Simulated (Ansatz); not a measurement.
# AlBHF (quintet): inputs that go wrong

4 inputs are run for AlBHF (quintet) as typed; the log has to tell whether the result can be used and what must change.

Method: the settings change from run to run; program: Ansatz 0.2.0, Gaussian basis.

26 further runs of the same task are left out: 9 that didn't finish, 17 set aside as unsound or not needed.

## 1. What is computed

The geometry is a PBE0/def2-TZVP stationary point (not a proven minimum) of the parent state, kept for this charge and spin.

4 atoms, charge 0, spin multiplicity 5.

Atoms are counted from 1 here; the program's logs count them from 0.

Bond lengths: Al1–B2 2.110 Å, B2–F3 1.327 Å, B2–H4 1.205 Å. Angles: Al1–B2–F3 126.1°, Al1–B2–H4 112.4°, F3–B2–H4 121.5°.

Coordinates:

```xyz
4

Al    0.00000   -0.07518    1.42717
B     0.00000    0.52376   -0.59606
F     0.00000   -0.28264   -1.64948
H     0.00000    1.72232   -0.71990
```

## 2. Attempt 1

The input, in.yaml:

```yaml
crystal:
  periodic: [false, false, false]
  atoms:
    - {symbol: Al, position_ang: [0.000000, -0.075183, 1.427166]}
    - {symbol: B, position_ang: [0.000000, 0.523760, -0.596061]}
    - {symbol: F, position_ang: [0.000000, -0.282645, -1.649481]}
    - {symbol: H, position_ang: [0.000000, 1.722317, -0.719901]}
basis:
  gaussian: {orbitals: def2-mTZVP}
magnetization: {spin_polarized: false, initial_magnetization: 4}
correlation: {active_space: {ras: {orbitals: [5, 4, 47], electrons: 14, max_holes: 2, max_particles: 2}, fixed_orbitals: true}}
frozen_core: true
```

Launch:

```console
$ ansatz run in.yaml --threads 1 --pin off --events-out ev --progress --plain --max-ram 2393MiB
```

Log:

```text
Error: YAML parse error: error: line 12 column 1: unknown field `frozen_core`, expected one of crystal, accuracy, basis, kpoints, hamiltonian, magnetization, projection, total_charge, correlation, batch, efield, external_charges, scf, relax, neb, saddle, md, ramp, phonons, dielectric, real_time, elastic, magnetic_configurations, gw, evaluate, workflow, output, checkpoint, execution
  --> <input>:12:1
   |
10 | magnetization: {spin_polarized: false, initial_magnetization: 4}
11 | correlation: {active_space: {ras: {orbitals: [5, 4, 47], electron…
12 | frozen_core: true
   | ^ unknown field `frozen_core`, expected one of crystal, accuracy, basis, kpoints, hamiltonian, magnetization, projection, total_charge, correlation, batch, efield, external_charges, scf, relax, neb, saddle, md, ramp, phonons, dielectric, real_time, elastic, magnetic_configurations, gw, evaluate, workflow, output, checkpoint, execution
```

Wall time 0.03 s (1 thread of Arm Neoverse V1, shared host).

Diagnosis: The run was refused. The input holds a key that the program doesn't read here. Fix: remove it or spell it as the reference does.

## 3. Attempt 2

The input, in.yaml:

```yaml
crystal:
  periodic: [false, false, false]
  atoms:
    - {symbol: Al, position_ang: [0.000000, -0.075183, 1.427166]}
    - {symbol: B, position_ang: [0.000000, 0.523760, -0.596061]}
    - {symbol: F, position_ang: [0.000000, -0.282645, -1.649481]}
    - {symbol: H, position_ang: [0.000000, 1.722317, -0.719901]}
basis:
  gaussian: {orbitals: 6-31G}
magnetization: {spin_polarized: false, initial_magnetization: 4}
hamiltonian: {xc: r2scan}
correlation: {method: sc_nevpt2, electrons: outside_noble_gas, active_space: {window: {electrons: 6, orbitals: 6}}}
scf: {lower_state_search: off}
```

Same command.

Log:

```text
Error: invalid value for `correlation.active_space`: it starts from restricted Hartree–Fock orbitals; set hamiltonian.xc: hf without magnetization.spin_polarized
```

Wall time 0.03 s (1 thread of Arm Neoverse V1, shared host).

**Diagnosis.** The run was refused. An active space is asked on a functional's orbitals. To mend it, start from Hartree-Fock.

## 4. Attempt 3

The input, in.yaml:

```yaml
crystal:
  periodic: [false, false, false]
  atoms:
    - {symbol: Al, position_ang: [0.000000, -0.075183, 1.427166]}
    - {symbol: B, position_ang: [0.000000, 0.523760, -0.596061]}
    - {symbol: F, position_ang: [0.000000, -0.282645, -1.649481]}
    - {symbol: H, position_ang: [0.000000, 1.722317, -0.719901]}
basis:
  gaussian: {orbitals: cc-pVDZ}
magnetization: {spin_polarized: false, initial_magnetization: 4}
correlation: {method: ccsdtqp, electrons: outside_noble_gas}
output: {forces: true}
```

Same command.

Log:

```text
Error: YAML parse error: error: line 11 column 23: unknown variant `ccsdtqp`, expected one of mp2, rpa, ccsd, ccsd_t, bccd, bccd_t, ccsdt, ccsdt_q, ccsdt_q_b, ccsdtq, fci, sc_nevpt2, fic_nevpt4_sd, fic_mrcisd_q, fic_mrcisd_q_relaxed
  --> <input>:11:23
   |
 9 |   gaussian: {orbitals: cc-pVDZ}
10 | magnetization: {spin_polarized: false, initial_magnetization: 4}
11 | correlation: {method: ccsdtqp, electrons: outside_noble_gas}
   |                       ^ unknown variant `ccsdtqp`, expected one of mp2, rpa, ccsd, ccsd_t, bccd, bccd_t, ccsdt, ccsdt_q, ccsdt_q_b, ccsdtq, fci, sc_nevpt2, fic_nevpt4_sd, fic_mrcisd_q, fic_mrcisd_q_relaxed
12 | output: {forces: true}
   |
```

It took 0.03 s on 1 thread of Arm Neoverse V1, shared host.

Diagnosis: The run was refused. The method's name isn't one that the program knows. To mend it, name one from the list in the message.

## 5. Attempt 4

The input, in.yaml:

```yaml
crystal:
  periodic: [false, false, false]
  atoms:
    - {symbol: Al, position_ang: [0.300000, 0.573760, -0.546061]}
    - {symbol: B, position_ang: [0.000000, 0.523760, -0.596061]}
    - {symbol: F, position_ang: [0.000000, -0.282645, -1.649481]}
    - {symbol: H, position_ang: [0.000000, 1.722317, -0.719901]}
basis:
  gaussian: {orbitals: cc-pVDZ}
magnetization: {spin_polarized: true, initial_magnetization: 4}
correlation: {method: bccd, electrons: outside_noble_gas}
output: {forces: true}
```

Launched as before.

Log, cut to the lines that bear on the results:

```text
Functional definition: HF
  name "HF"
  cite "Fock, Z. Phys. 61, 126 (1930) doi:10.1007/BF01340294"
  parent pbe
[...]
488 factors; integrals over basis functions are off by at most 7.3e-4 eV
[...]
a density is far from that of the atoms, so the factors are made again for it
584 factors; integrals over basis functions are off by at most 2.2e-4 eV
[...]
mean field -9137.16106409 eV, -335.7844757151 hartree, gradient 2.6e-6 eV, S^2 6.007851; 5 other end points of the search recorded, 0 dependent functions left out
determinant -9137.16106409 eV, -335.7844757151 hartree, with singles and doubles -9145.04275742 eV, -336.0741226024 hartree
determinant -9135.82386618 eV, -335.7353345981 hartree, with singles and doubles -9143.82416533 eV, -336.0293401691 hartree
determinant -9133.95678403 eV, -335.6667205949 hartree, with singles and doubles -9141.71651077 eV, -335.9518852928 hartree
7 core orbitals not correlated, not the lowest: weight in the atoms' cores, before any rotation towards them, 0.604 or more for the frozen orbitals, at most 0.082 for the correlated occupied ones
reference -9137.16106409 eV, -335.7844757151 hartree; 9, 5 occupied and 35, 39 virtual orbitals, 584 factors
second order -7.48141924 eV of doubles, -0.00000000 eV of singles
cycle   1  -7.85395494 eV  change    2.8e-2 eV  update   1.2e-2
[...]
cycle  16  -7.85563385 eV  change   -6.9e-8 eV  update   3.2e-7
[...]
Total energy: -9145.01669794 eV, -336.0731649343 hartree
Atom 0 at     0.300000     0.573760    -0.546061 Å, force  5456.396882   914.081582   920.485303 eV/Å
Atom 1 at     0.000000     0.523760    -0.596061 Å, force -5452.461117  -913.428110  -905.143735 eV/Å
Atom 2 at     0.000000    -0.282645    -1.649481 Å, force    -3.053359   -12.035972   -14.632139 eV/Å
Atom 3 at     0.000000     1.722317    -0.719901 Å, force    -0.882406    11.382500    -0.709429 eV/Å
Dipole moment:    -0.199517    -0.292158    -0.019799 e Å
```

Run time: 11 s. Hardware: 1 thread of Arm Neoverse V1, shared host.

What is wrong: The run converged, which proves nothing about the input. One atom lies on top of another. The shortest distance is 0.31 Å, against 1.20 Å in the geometry of step 1. Its energy belongs to another geometry. Cure: restore its position.

## 6. How the runs ended

| attempt | level | ended | cause | time |
| --- | --- | --- | --- | --- |
| 1 | CISD/def2-mTZVP | refused | the input holds a key that the program doesn't read here | 0.03 s |
| 2 | NEVPT2(6,6)/6-31G | refused | an active space is asked on a functional's orbitals | 0.03 s |
| 3 | 'ccsdtqp'/cc-pVDZ | refused | the method's name isn't one that the program knows | 0.03 s |
| 4 | BCCD on UHF/cc-pVDZ | converged | one atom lies on top of another | 11 s |

3 refused, 1 converged. The input that converges on a wrong geometry or spin is the dangerous one: no error points at it, so geometry and ⟨S²⟩ have to be checked.
